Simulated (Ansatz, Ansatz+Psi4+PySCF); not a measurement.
```xyz
2

F     0.0000    0.0000   -1.0848
Cl    0.0000    0.0000    1.4039
```

Basis set: cc-pVTZ on F; cc-pV(T+d)Z on Cl (spherical functions). Left uncorrelated: 6 orbitals. Charge 0, multiplicity 1.

Computed with Ansatz (development build ahead of 0.2.0); each method stands on the lowest determinant of its kind that the runs found. Restricted open shells among the atoms or ions are ROHF, correlated in semicanonical orbitals with singles.

Give the atomization energy at this shape (free ground-state atoms in the same class of orbitals less the molecule, no zero-point energy) of singlet ClF by RHF-CCSD(T), RHF-CCSD, UHF-CCSD(T), UHF-CCSD, UHF-MP2, RHF-MP2, UHF.

| method | atomization energy |
| --- | --- |
| RHF-CCSD(T) | 0.39 eV |
| RHF-CCSD | -0.45 eV |
| UHF-CCSD(T) | 0.13 eV |
| UHF-CCSD | 0.08 eV |
| UHF-MP2 | 0.04 eV |
| RHF-MP2 | -0.08 eV |
| UHF | -0.09 eV |

Caution: the shape is not the minimum. Caution for RHF-CCSD(T), RHF-CCSD, RHF-MP2: an unrestricted determinant lies well below; large amplitudes, a single reference is doubtful. Caution for RHF-CCSD(T), RHF-CCSD: the amplitudes may be one of several solutions. Caution for UHF-CCSD(T), UHF-CCSD, UHF-MP2: a plain start can end on a higher determinant. Caution for UHF-CCSD(T): another reference gives a lower total. Caution for UHF-CCSD(T), UHF-CCSD: the program doubts this total. Caution for UHF-CCSD(T), UHF-CCSD, UHF-MP2, UHF: the unrestricted determinant is a mixture of spin states.
